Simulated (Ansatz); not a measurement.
For Se (model structure, started from the hcp type, P6₃/mmc, No. 194, 2 atoms in the cell), PBE (Ansatz, an electronic-structure program, plane waves, PAW) gives:

```
Quantity               Value
-------------------  -------
lattice parameter a  3.664 Å
lattice parameter c  3.836 Å
```

Question: What does r²SCAN (plane waves, PAW; Ansatz) give for the same quantities?

Answer: 
- lattice constant a: 3.647 Å (decreases by 0.5 %)
- lattice parameter c: 3.820 Å (falls by 0.4 %)

Changes are worked out from the printed values.

Unless a cell is named, each level is at its own relaxed cell (PBE 22.29, r²SCAN 22.00 Å³/atom).

Ansatz's density-functional and Hartree–Fock values are scalar-relativistic unless marked +SOC, with PAW data made under PBE.

A model structure was made by putting elements into a prototype or built by hand; it is no filed structure, need not be a known phase, and can be a saddle point held by its symmetry.
